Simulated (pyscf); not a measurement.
Thermochemistry of product channels of H₃C–O⁻ + CH₄ on the singlet surface, in eV, from CCSD(T)/def2-TZVPPD + ΔMP2(QZVPPD) energies (ideal gas, 1 atm, RRHO with modes under 100 cm⁻¹ raised to 100, one conformer, R ln 2 for rigid chiral ones). Single points on ωB97X-D3(BJ)/def2-SVPD structures (PySCF, gas phase). MP2 and CC: frozen core, UHF for open shells. ΔMP2 is the change of the MP2 total energy from the triple- to the quadruple-zeta basis.

```json
[
 {"products": "H₃C–CH₃ + HO⁻", "ΔE": "-0.27", "ΔH(298 K)": "-0.18", "ΔG(298 K)": "-0.16", "ΔG(1200 K)": "-0.16"},
 {"products": "H₃C–OH + CH₃⁻", "ΔE": "+1.59", "ΔH(298 K)": "+1.60", "ΔG(298 K)": "+1.52", "ΔG(1200 K)": "+1.24"}
]
```

These are energies of the channels, which say nothing of barriers. The CCSD(T) − MP2 part came from Ansatz, without density fitting, on the same reference.
